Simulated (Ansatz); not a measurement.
# The cluster Y₄−: structure and electronic state

Aim: characterise the cluster Y₄− as a doublet: its structure, frontier levels and distribution of charge and spin.

Computed with Ansatz 0.2.0, Gaussian basis. Level: UKS PBE0-D4/def2-TZVPD.

Plan: relaxation at r2SCAN-D4/def2-SVPD; a search for the lowest solution at PBE0-D4/def2-SVP; a single point at PBE0-D4/def2-TZVPD; harmonic vibrations at r2SCAN-D4/def2-SVPD.

4 further runs of the same task are left out: 2 that didn't finish, 2 set aside as unsound or not needed. Runs told in other sessions of the task aren't counted.

## (1) The system as given

4 atoms, charge -1, spin multiplicity 2.

Atoms are counted from 1 here; the program's logs count them from 0.

Bond lengths: Y1–Y2 4.122 Å, Y1–Y3 3.024 Å, Y1–Y4 3.025 Å, Y2–Y3 3.023 Å, Y2–Y4 3.023 Å, Y3–Y4 4.426 Å. Angles: Y2–Y1–Y3 47.0°, Y2–Y1–Y4 47.0°, Y3–Y1–Y4 94.0°, Y1–Y2–Y3 47.0°, Y1–Y2–Y4 47.1°, Y3–Y2–Y4 94.1°, Y1–Y3–Y2 85.9°, Y1–Y3–Y4 43.0°, Y2–Y3–Y4 42.9°, Y1–Y4–Y2 85.9°, Y1–Y4–Y3 43.0°, Y2–Y4–Y3 42.9°.

Geometry (Å):

```
Y     0.9331   -1.8380    0.0257
Y    -0.9326    1.8367   -0.0311
Y    -1.9721   -1.0018   -0.0548
Y     1.9717    1.0031    0.0602
```

Y takes a core potential in the def2 sets. No spin-orbit coupling is included. The ion is computed in the gas phase, without counter-ions or solvent.

The start is a GFN1-xTB geometry.

## (2) Relaxation at r2SCAN-D4/def2-SVPD

File in.yaml:

```yaml
crystal:
  periodic: [false, false, false]
  atoms:
    - {symbol: Y, position_ang: [0.933050, -1.837960, 0.025730]}
    - {symbol: Y, position_ang: [-0.932640, 1.836670, -0.031130]}
    - {symbol: Y, position_ang: [-1.972080, -1.001790, -0.054790]}
    - {symbol: Y, position_ang: [1.971670, 1.003080, 0.060180]}
basis:
  gaussian: {orbitals: def2-SVPD}
total_charge: -1
magnetization: {spin_polarized: true, initial_magnetization: 1}
hamiltonian: {xc: r2scan, dispersion: d4}
scf: {lower_state_search: "off"}
output: {orbitals: {seedname: orbitals}}
relax: {f_tol: 0.02, max_steps: 100}
```

Run with:

```
> ansatz run in.yaml --threads 4 --pin off --events-out ev --progress --plain --max-ram 3916MiB
```

The runs that follow: Searching for the lowest solution, PBE0-D4/def2-SVP; Single point, PBE0-D4/def2-TZVPD; Harmonic vibrations.

Before running them: what should the planned runs give, taken together? Wanted: point group; commonest bond; HOMO, LUMO at PBE0-D4/def2-TZVPD; ⟨S²⟩; lowest, highest wavenumber.

**Answer**, as computed:

| quantity | value |
| --- | --- |
| point group | D2h |
| commonest bond | Y–Y, 5 of mean length 3.232 Å |
| HOMO, LUMO at PBE0-D4/def2-TZVPD (over both spins) | -0.20, 1.31 eV |
| ⟨S²⟩ | 2.168 |
| lowest, highest wavenumber | 32, 155 cm⁻¹ |

In words: The relaxation broke 1 and made 0 bonds, so the end is another structure than the start. All wavenumbers are real: a minimum at this level. The alpha HOMO lies nearest to Y4 34 %; Y1, Y2, Y3 about 22 % each and the alpha LUMO to Y3 36 %; Y2, Y4 about 23 % each. Doubts on the single point: spin contamination. Whether this spin is the lowest isn't tested here.

The anion's highest level is positive in at least one run, so there the basis alone may hold the extra electron.
